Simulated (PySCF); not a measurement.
## Substituent effects on chemical shifts

Parent skeleton `[CH3:1][C:2]#[N:3]`; one hydrogen on atom 1 is replaced by X. Hydrogens on one atom are averaged.

[PySCF: geometry from PBE0-D3(BJ)/def2-SVP; PBE0/pcSseg-1 with gauge-including orbitals; non-relativistic Hamiltonian; one averaged value for each set of equivalent atoms; one conformer; in vacuum]

Shifts are taken against calculated references (same method and geometry level): 13C (σref 184.41) and 1H (σref 31.27) against TMS; 15N (σref 265.67) vs NH3.

Parent (X = H): C1 1.5, C2 120.3, N3 305.7, H(C1) 1.80 ppm. Effects are Δδ = δ(X) − δ(H), positive for deshielding.

Question: Order these by the shift of C1, most shielded first.
A. X = SH
B. X = BCl2
C. X = propynyl

Answer: C (+8.4 ppm), A (+12.3 ppm), B (+16.6 ppm).

Question: Order these by the shift of H(C1), most shielded first.
A. X = propynyl
B. X = SH
C. X = BCl2

Answer: C (+0.55 ppm), B (+1.08 ppm), A (+1.23 ppm).

Experimental scales use liquid or dissolved standards, which lie at an offset from isolated NH3 (liquid NH3: subtract about 20 ppm). Unscaled 15N shifts of sp2 nitrogen come out 20 to 40 ppm too high even then.
